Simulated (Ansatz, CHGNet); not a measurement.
# How well does each level of theory give the lattice parameter a of hcp Lu?

Reference value: 3.505 Å (measured, 293 K, not corrected to a static lattice; as tabulated in Wikipedia's data pages).

### Question
What do CHGNet-r²SCAN, LDA, PBE, PBE+SOC, PBE-D3(BJ), r²SCAN-D4, PBE0 give, and how far is each from the reference?

### Answer

```csv
level (code),value (Å),difference (%)
CHGNet-r²SCAN (CHGNet),3.513,+0.23
LDA (Ansatz),3.382,-3.51
PBE (Ansatz),3.507,+0.06
PBE+SOC (Ansatz),3.498,-0.20
PBE-D3(BJ) (Ansatz),3.455,-1.43
r²SCAN-D4 (Ansatz),3.497,-0.23
PBE0 (Ansatz),3.555,+1.43
```

The reference is not for a static lattice or low temperature, so close values are not ranked against it. Off by more than 1.25 % (a bound picked here): LDA (-3.51 %), PBE-D3(BJ) (-1.43 %), PBE0 (+1.43 %).

The measured value isn't corrected to a static lattice, so vibrations enter the comparison. A static lattice is as a rule a little smaller than the measured one.  Density-functional levels without +SOC have no spin–orbit coupling. Cutoffs and k meshes differ between the levels. Ansatz's density-functional and Hartree–Fock values are scalar-relativistic unless marked +SOC, with PAW data made under PBE.

Machine-learned potentials (CHGNet-r²SCAN) are trained on DFT data, which may include these solids.

Differences are worked out from the printed values.

Ansatz is a program for electronic structure.
